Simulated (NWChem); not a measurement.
Correlation energy of AlCl₃

```
Al
Cl 1 2.0937
Cl 1 2.0937 2 120.00
Cl 1 2.0937 2 120.00 3 180.00
```
Charge 0, spin multiplicity 1.

Program: NWChem. The geometry was optimised at PBE/def2-SVP, a minimum by its harmonic frequencies.

Basis set: 6-311G**. Each correlation energy counts from its own Hartree-Fock reference.

```tsv
method	correlation energy (mHa)	difference from CCSD(T)
CR-CCSD(T)	-502.4	+3.0
SCS-MP2	-441.6	+63.7
CR-CCSD[T]	-502.7	+2.6
CCSD(T)	-505.4	0.0
CCSD+T(CCSD)	-505.8	-0.4
MP2	-456.0	+49.3
CCSD	-492.5	+12.9
```

The values span 64.1 mHa, from CCSD+T(CCSD) (lowest) to SCS-MP2 (highest). 

The correlated methods keep 20 core orbitals frozen. The Pople sets run with spherical d functions. The structure started from a generated list of species. Coupled-cluster values serve here as a point of comparison, not as the truth.
